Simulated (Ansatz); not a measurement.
Basis-set extrapolation for `N#P` (PBE0-D4/def2-TZVP geometry, frozen core, the Gaussian-basis code of Ansatz). Multiplicity 1, RHF reference.

|  | def2-TZVPP | def2-QZVPP |
| --- | --- | --- |
| HF | -395.176030 | -395.188662 |
| MP2 correlation | -0.345822 | -0.369318 |
| CCSD(T) correlation | -0.368409 | -0.389142 |

Energies in hartree. Use E(X) = E(∞) + A·exp(−7.88·√X) for Hartree–Fock and E(X) = E(∞) + B·X^(−2.97) for correlation, with X = 3 and 4.

**Question.** What is the CCSD(T) energy at the basis-set limit?

**Answer.** HF limit: -395.188662 + (-0.012632) × 0.13774 = -395.19040. Correlation limit: -0.389142 + (-0.020733) × 0.74074 = -0.40450. Total: -395.59490 hartree, 1.37 eV below CCSD(T)/def2-TZVPP.
